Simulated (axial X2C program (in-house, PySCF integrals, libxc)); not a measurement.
LiB⁺: from Re and ωe to a spectrum

A bond curve at the CCSD(T) level, two-component, was computed with an axial X2C code built on PySCF integrals (basis B dyall-v3z [7s6p2d1f], Li dyall-cv3z [7s8p2d] (cores contracted in-house)) for the state Ω = 1/2 (⟨Sz⟩ = 0.50, ⟨Lz⟩ = 0.00 at HF). Its fit gives Re = 2.4953 Å, ωe = 326.8 cm⁻¹, ωexe = 4.45 cm⁻¹ and αe = 1.391e-02 cm⁻¹; the masses are 11.0093 and 7.0160 u. Two-component means X2C with spin–orbit coupling and atomic mean-field Coulomb and Gaunt terms.

Correlated methods: 3 electrons correlated (number of frozen shells: B 1 s; Li 1 s), 151 virtual spin orbitals or spinors in MP2, 47 natural virtuals in coupled cluster.

(1) Find the reduced mass, Be and the force constant.

(2) A Morse curve ties αe to the other constants (Pekeris). How well does that hold?

(3) Estimate the centrifugal constant by the Kratzer relation.

(4) Estimate De from a Morse curve and compare with the computed well depth of 0.787 eV to B + Li+.

(5) Where do the fundamental and the first overtone lie?

One determinant describes the state; a PBE0 search over occupations chose it and may have missed a lower one. Dissociation energies refer to the lowest single-determinant-based atoms at the same level and basis. CCSD and (T) use frozen natural virtuals with an MP2 correction for the truncation; (T) itself is uncorrected, so its De runs slightly low.

Answers

(1) From the CCSD(T) values: μ = 4.2852 u. Be = 16.8576/(μ Re²) = 0.6318 cm⁻¹. k = 5.8918×10⁻⁷ μ ωe² = 0.27 mdyn/Å.

(2) αe(Morse) = 6Be²/ωe × (√(ωexe/Be) − 1) = 1.212e-02 cm⁻¹; the CCSD(T) curve gives 1.391e-02 cm⁻¹, a ratio of 0.87.

(3) D = 4Be³/ωe² = 9.45e-06 cm⁻¹.

(4) De(Morse) = ωe²/(4ωexe) = 0.744 eV against 0.787 eV computed, a ratio of 0.95. For De the Morse form works well here.

(5) ν(1←0) = ωe − 2ωexe = 317.9 cm⁻¹; ν(2←0) = 2ωe − 6ωexe = 626.9 cm⁻¹.
